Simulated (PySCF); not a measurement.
# A diatomic session: SH+

An exercise on one series of results from a longer session: the logs are not shown, and one member is left open.

Computed with PySCF 2.14.0. Level: H x2c-SVPall, S x2c-SVPall, spin-free X2C with a Gaussian nucleus.

Set-up of the first run:

A driver script around PySCF takes these settings:

```json
{
 "atoms": "H, S",
 "charge": "1",
 "basis": "H x2c-SVPall, S x2c-SVPall",
 "Hamiltonian": "spin-free X2C with a Gaussian nucleus",
 "basis functions": "23",
 "electrons treated": "16",
 "masses in u": "1.0078, 31.9721",
 "levels": "PBE0, PBE, r²SCAN, PBEsol, BHandHLYP, M06, HSE06, HF, MP2, SCS-MP2, CCSD, CCSD(T)",
 "grid": "80 radial by 434 angular points",
 "occupations": "held fixed by the projection of orbital angular momentum",
 "dissociation limit": "H + S+, each in its ground configuration",
 "starting distance in angstrom": "1.405",
 "values of 2S to try": "0, 2, 4"
}
```

The run is started by

```
> OMP_NUM_THREADS=1 python dia.py task.json out
```

Among the steps run: The job; The PBE0 curve of the state that the search chose; Higher solutions at PBE0; PBE; r²SCAN (meta-GGA); PBEsol (GGA); BHandHLYP; M06 (hybrid meta-GGA); HSE06 (range-separated hybrid); UHF (mean field); Adding correlation.

One table of the session follows, with a row left open; its other results are not shown here.

Energy (eV) from each level's lowest point:

| R (Å) | UHF | UHF-MP2 | UHF-SCS-MP2 | UHF-CCSD | UHF-CCSD(T) |
| --- | --- | --- | --- | --- | --- |
| 1.186 | 0.518 | 0.560 | 0.567 | n/a | n/a |
| 1.241 | 0.210 | 0.240 | 0.245 | 0.258 | 0.263 |
| 1.296 | 0.047 | 0.064 | 0.067 | 0.076 | 0.079 |
| 1.338 | 0.000 | 0.007 | 0.009 | 0.013 | 0.015 |
| 1.379 | 0.003 | 0.000 | 0.000 | 0.000 | 0.000 |
| 1.420 | 0.048 | 0.034 | 0.032 | 0.027 | 0.025 |
| 1.476 | ? | ? | ? | ? | ? |
| 1.544 | 0.352 | 0.305 | 0.300 | 0.274 | 0.267 |
| 1.627 | 0.641 | 0.575 | 0.569 | 0.523 | 0.511 |
| 1.738 | 1.064 | 1.001 | 1.003 | n/a | n/a |

Q: Estimate the row for R (Å) = 1.476 from the others.

Worked estimate for «UHF». A straight line through the neighbours (1.420, 0.048) and (1.544, 0.352) gives 0.048 + (0.352 − 0.048) × (1.476 − 1.420) / (1.544 − 1.420) = 0.185; a parabola fitted to 4 rows on both sides gives 0.165.

**Answer.** UHF: 0.157; UHF-MP2: 0.128; UHF-SCS-MP2: 0.125; UHF-CCSD: 0.111; UHF-CCSD(T): 0.107. In «UHF» the line misses by +0.028 and the parabola by +0.008.
